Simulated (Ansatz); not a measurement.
The calculation used DFT, PBEsol, plane waves (420 eV) with PAW, scalar-relativistic (Ansatz 0.2.0). (PAW data from PBE, frozen cores regenerated.)

An element in the fcc structure gives this curve. The cell is scaled uniformly from the relaxed one, with fractional coordinates and shape fixed. Energies are extrapolated to zero smearing, pressures are those at the given smearing. Magnetic state: spin not included.

| V (Å³/atom) | E − E₀ (meV/atom) | P (GPa) |
| --- | --- | --- |
| 45.962 | 32.3 | 1.92 |
| 48.051 | 13.0 | 1.17 |
| 50.140 | 2.7 | 0.53 |
| 52.230 | 0.0 | -0.01 |
| 54.319 | 3.7 | -0.46 |
| 56.408 | 12.8 | -0.85 |
| 58.497 | 26.4 | -1.17 |

Problem. Which element is it?
A. ytterbium
B. sodium
C. strontium
D. potassium

Solution. C. Its fit is V₀ = 52.00 Å³/atom, B₀ = 12.4 GPa, B₀′ = 3.3.
